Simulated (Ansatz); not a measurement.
**Nudged elastic band run: AlH$_{3}$NS**

The input (input.yaml):

```yaml
crystal:
  periodic: [false, false, false]
  atoms:
    - { symbol: "N", position_ang: [-0.921414, 0.197675, -0.985617] }
    - { symbol: Al, position_ang: [0.142717, -0.799339, 0.053164] }
    - { symbol: S, position_ang: [1.380552, 0.312476, 1.541274] }
    - { symbol: H, position_ang: [-0.98917, 1.219502, -0.955368] }
    - { symbol: H, position_ang: [-1.543717, -0.172597, -1.707137] }
    - { symbol: H, position_ang: [1.973232, -0.821717, 2.007484] }
magnetization:
  spin_polarized: true
  initial_magnetization: 1
basis:
  gaussian: { orbitals: def2-SVP }
hamiltonian:
  xc: pbe
  dispersion: d4
neb:
  order_check: false
  images: 7
  f_tol: 0.03
  max_iterations: 60
  initial_path: idpp
  final_atoms:
    - { symbol: "N", position_ang: [-0.84289547, 0.33371476, -1.01731241] }
    - { symbol: Al, position_ang: [0.74100903, 0.26468055, -0.18519891] }
    - { symbol: S, position_ang: [0.76707079, -0.79488282, 1.77951986] }
    - { symbol: H, position_ang: [-1.00844414, 0.7863522, -1.9189335] }
    - { symbol: H, position_ang: [-1.71467595, -0.07288713, -0.66434637] }
    - { symbol: H, position_ang: [2.10013573, -0.58097756, 1.96007132] }
```

Run as:

```bash
$ ansatz run input.yaml --threads 1 --pin off --max-ram 2048MiB --backend cpu --events-out ev --progress --plain --runs-dir out
```

Output, in part (warnings, iteration lines, the closing report on the highest movable image, with atoms numbered from 0):

```
NEB end point (image 0): max|allowed force component| = 7.667e-3 eV/Å (the criterion of neb.relax_end_points is 1.000e-2)
NEB end point (image 8): max|allowed force component| = 3.994e-3 eV/Å (the criterion of neb.relax_end_points is 1.000e-2)
NEB iter   1: max|band force component| = 1.043e0 eV/Å  barrier→ = 0.2903 eV  barrier← = 0.2904 eV  Δτ_max = 0.1823 Å  (264 SCF iters)
NEB iter   2: max|band force component| = 4.701e-1 eV/Å  barrier→ = 0.2153 eV  barrier← = 0.2153 eV  CI = image 4  Δτ_max = 0.0706 Å  (212 SCF iters)
NEB iter   3: max|band force component| = 3.038e-1 eV/Å  barrier→ = 0.1961 eV  barrier← = 0.1962 eV  CI = image 4  Δτ_max = 0.0311 Å  (204 SCF iters)
NEB iter   4: max|band force component| = 1.133e-1 eV/Å  barrier→ = 0.1901 eV  barrier← = 0.1902 eV  CI = image 4  Δτ_max = 0.0115 Å  (205 SCF iters)
NEB iter   5: max|band force component| = 4.079e-2 eV/Å  barrier→ = 0.1891 eV  barrier← = 0.1891 eV  CI = image 4  Δτ_max = 0.0115 Å  (188 SCF iters)
NEB iter   6: max|band force component| = 2.584e-2 eV/Å  barrier→ = 0.1888 eV  barrier← = 0.1888 eV  CI = image 4  Δτ_max = 0.0000 Å  (420 SCF iters)
Total energy: -18955.18865902 eV, -696.5903349308 hartree
Atom 0 at    -0.670163     0.581903    -1.018262 Å, force     0.002568    -0.003709    -0.007422 eV/Å
Atom 1 at     0.551644    -0.473783    -0.169923 Å, force    -0.011890     0.011048     0.002313 eV/Å
Atom 2 at     0.447843    -0.414589     2.055183 Å, force     0.007064    -0.006000    -0.003803 eV/Å
Atom 3 at    -0.345550     1.398071    -1.551542 Å, force     0.004311    -0.003028     0.005832 eV/Å
Atom 4 at    -1.418450     0.141186    -1.567594 Å, force     0.002859    -0.002612     0.005237 eV/Å
Atom 5 at     1.476875    -1.296788     2.205939 Å, force    -0.004911     0.004302    -0.002156 eV/Å
Dipole moment:     0.045025    -0.033190    -0.407041 e Å
```

The run converged. A vibrational analysis at the climbing image gives one clearly imaginary mode, 274i cm⁻¹: a first-order saddle point.

Final band (atoms are numbered from 1 in the order of the input):

| image | path coordinate (Å) | energy (kcal/mol) | dihedral H5–N1–Al2–S3 (°) |
| --- | --- | --- | --- |
| 0 | 0.00 | 0.0 | -180 |
| 1 | 0.34 | 0.4 | -165 |
| 2 | 0.68 | 1.9 | -149 |
| 3 | 1.03 | 3.6 | -132 |
| 4 | 1.37 | 4.4 | -113 |
| 5 | 1.71 | 3.6 | -87 |
| 6 | 2.06 | 1.8 | -55 |
| 7 | 2.41 | 0.3 | -22 |
| 8 | 2.75 | 0.0 | 0 |

Run time: 37 s on 1 thread of AMD EPYC 9R45 96-Core Processor (Zen 5), with other jobs on the host, peak memory 0.15 GiB.
